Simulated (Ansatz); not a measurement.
# AlBH2 (quintet): wave-function methods side by side, cc-pVDZ

How much of the correlation energy of AlBH2 (quintet) does each wave-function method recover here?

Method: cc-pVDZ, core rule «outside noble gas», up to 6 orbitals frozen; program: Ansatz 0.2.0, Gaussian basis.

The runs, in order: UHF; CCSD(T) on ROHF; CCSD(T) on UHF; BCCD(T) on ROHF; CISD; CCSDT(Q) on ROHF; CCSDT(Q) on UHF; CCSDTQ on ROHF; CCSDTQ on UHF; CASSCF and MRCISD+Q, 8 electrons in 10 orbitals; CASSCF and NEVPT2, 8 electrons in 10 orbitals.

10 further runs of the same task are left out: 4 for a known fault of the program, 6 set aside as unsound or not needed.

### Step 1. The system

The geometry is a PBE0/def2-TZVP stationary point (not a proven minimum) of the parent state, kept for this charge and spin.

4 atoms, charge 0, spin multiplicity 5.

Atoms are counted from 1 here; the program's logs count them from 0.

Bond lengths: B1–Al2 2.079 Å, Al2–H3 1.585 Å, Al2–H4 1.585 Å. Angles: B1–Al2–H3 117.0°, B1–Al2–H4 117.0°, H3–Al2–H4 125.9°.

Geometry (Å):

```xyz
4
AlBH2
B     0.00000    0.00000    1.55112
Al    0.00000    0.00000   -0.52821
H     0.00000   -1.41133   -1.24872
H     0.00000    1.41133   -1.24872
```

### Step 2. UHF

Input file in.yaml:

```yaml
crystal:
  periodic: [false, false, false]
  atoms:
    - {symbol: B, position_ang: [0.000000, 0.000000, 1.551119]}
    - {symbol: Al, position_ang: [0.000000, 0.000000, -0.528209]}
    - {symbol: H, position_ang: [0.000000, -1.411327, -1.248716]}
    - {symbol: H, position_ang: [0.000000, 1.411327, -1.248716]}
basis:
  gaussian: {orbitals: cc-pVDZ}
magnetization: {spin_polarized: true, initial_magnetization: 4}
hamiltonian: {xc: hf}
output: {orbitals: {seedname: orbitals}}
```

On the command line:

```console
$ ansatz run in.yaml --threads 1 --pin off --events-out ev --progress --plain --max-ram 2816MiB --backend cpu
```

Further steps of the session: CCSD(T) on ROHF; CCSD(T) on UHF; BCCD(T) on ROHF; CISD; CCSDT(Q) on ROHF; CCSDT(Q) on UHF; CCSDTQ on ROHF; CCSDTQ on UHF; CASSCF and MRCISD+Q, 8 electrons in 10 orbitals; CASSCF and NEVPT2, 8 electrons in 10 orbitals.

Q: Predict the results of all the runs planned. Wanted: UCCSDTQ below the RHF energy; RMP2 from UCCSDTQ; UMP2 from UCCSDTQ; RCCSD from UCCSDTQ; RCCSD(T) from UCCSDTQ; UCCSD(T) from UCCSDTQ; RCCSDT(Q) from UCCSDTQ; UCCSDT(Q) from UCCSDTQ; NEVPT2 valence from UCCSDTQ.

The runs gave:

| quantity | value |
| --- | --- |
| UCCSDTQ below the RHF energy | -2.9615 eV |
| RMP2 from UCCSDTQ | +81.2 kJ/mol |
| UMP2 from UCCSDTQ | +80.5 kJ/mol |
| RCCSD from UCCSDTQ | +8.9 kJ/mol |
| RCCSD(T) from UCCSDTQ | +3.2 kJ/mol |
| UCCSD(T) from UCCSDTQ | +3.2 kJ/mol |
| RCCSDT(Q) from UCCSDTQ | +0.1 kJ/mol |
| UCCSDT(Q) from UCCSDTQ | +0.1 kJ/mol |
| NEVPT2 valence from UCCSDTQ | +58.5 kJ/mol |
| MRCISD+Q valence from UCCSDTQ | +1.8 kJ/mol |
| levels within 1 kcal/mol (43 meV) | RCCSD(T), UCCSD(T), BCCD(T), RCCSDT, UCCSDT, RCCSDT(Q), UCCSDT(Q), RCCSDTQ, MRCISD+Q valence |
| T1 diagnostic | 0.032 |
| effectively unpaired electrons | 4.02 |

**Reading.** RCCSD(T) lands +3.2 kJ/mol from the yardstick (1.1 % of the correlation energy). One determinant dominates. Of the multireference levels listed MRCISD+Q valence comes nearest in total energy (+1.8 kJ/mol), which doesn't show that its space is the better one. These misses are within one basis, not against nature; the frozen cores of restricted and unrestricted runs differ, which can shift their rows.
